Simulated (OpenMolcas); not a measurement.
A ladder of methods for ClF (SMILES FCl)

ClF has 2 atoms, charge 0, and is taken as a singlet. As SMILES, `FCl`. The shape is that of a PBE0-D4/def2-TZVP optimisation.

```xyz
2

F     0.0000    0.0000    0.0313
Cl    0.0000    0.0000    1.6510
```

Each level gives the dipole moment (D). The values are calculated.

Measured value to compare with: NIST CCCBDB gives the dipole moment of the gas as 0.88 D.

```tsv
level	kind	program	value (D)	computed − measured	CPU time
SVWN5/cc-pVTZ	LDA	OpenMolcas	0.83	-0.05	4.8 s
BLYP/cc-pVTZ	GGA	OpenMolcas	0.82	-0.06	6.4 s
PBE/cc-pVTZ	GGA	OpenMolcas	0.77	-0.11	6.4 s
M06-L/cc-pVTZ	meta-GGA	OpenMolcas	0.81	-0.07	8.4 s
TPSS/cc-pVTZ	meta-GGA	OpenMolcas	0.79	-0.09	8.8 s
r2SCAN/cc-pVTZ	meta-GGA	OpenMolcas	0.79	-0.09	8.4 s
B3LYP/cc-pVTZ	global hybrid	OpenMolcas	0.91	+0.03	6.7 s
PBE0/cc-pVTZ	global hybrid	OpenMolcas	0.88	0.00	6.6 s
```

Nearest: PBE0/cc-pVTZ (0.00 D); farthest: PBE/cc-pVTZ (-0.11 D). The measured dipole is a vibrational average, so differences of a few hundredths of a debye mean little. Computed less measured by kind, in D (cc-pVTZ rows): LDA -0.05; GGA -0.11 to -0.06; meta-GGA -0.09 to -0.07; global hybrid +0.00 to +0.03. Magnitudes only: a small dipole may point the other way at some levels. Times are those of the runs behind each value, whatever else they computed, on shared processors of several kinds: orders of magnitude only.
